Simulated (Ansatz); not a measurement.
# AlClO+ (doublet): the correlation ladder, def2-TZVPP

The task here is to estimate one member of a computed series from the others.

The runs use Ansatz 0.2.0, Gaussian basis; def2-TZVPP, core rule «outside noble gas», up to 11 orbitals frozen.

Plan: UHF; ROHF; CCSD(T) on UHF.

2 further runs of the same task are left out: 2 set aside as unsound or not needed.

## The system

The geometry is a PBE0/def2-TZVP stationary point (not a proven minimum) of the parent state, kept for this charge and spin.

3 atoms, charge 1, spin multiplicity 2.

Atoms are counted from 1 here; the program's logs count them from 0.

Bond lengths: Al1–O2 1.699 Å, O2–Cl3 1.640 Å. Angles: Al1–O2–Cl3 180.0°.

The first run:

The input, in.yaml:

```yaml
crystal:
  periodic: [false, false, false]
  atoms:
    - {symbol: Al, position_ang: [0.000000, 0.000000, 1.679233]}
    - {symbol: O, position_ang: [0.000000, 0.000000, -0.019667]}
    - {symbol: Cl, position_ang: [0.000000, 0.000000, -1.659567]}
basis:
  gaussian: {orbitals: def2-TZVPP}
total_charge: 1
magnetization: {spin_polarized: true, initial_magnetization: 1}
hamiltonian: {xc: hf}
output: {orbitals: {seedname: orbitals}}
```

Launch:

```
$ ansatz run in.yaml --threads 1 --pin off --events-out ev --progress --plain --max-ram 4096MiB --backend cpu
```

Among the steps run: UHF; ROHF; CCSD(T) on UHF.

One of the session's tables, all rows but one given; the rest of the session is left out.

It belongs to the step «Misses and costs». 

```
  method  from UCCSD(T) (meV)
    ROHF             +13256.2
     UHF                    ?
    UMP2              +1013.5
   UCCSD               +557.0
UCCSD(T)                    0
```

Estimate the missing values for UHF.

As computed: from UCCSD(T) (meV): +13240.8. In the column «from UCCSD(T) (meV)» it lies between UMP2 (+1013.5) and ROHF (+13256.2).
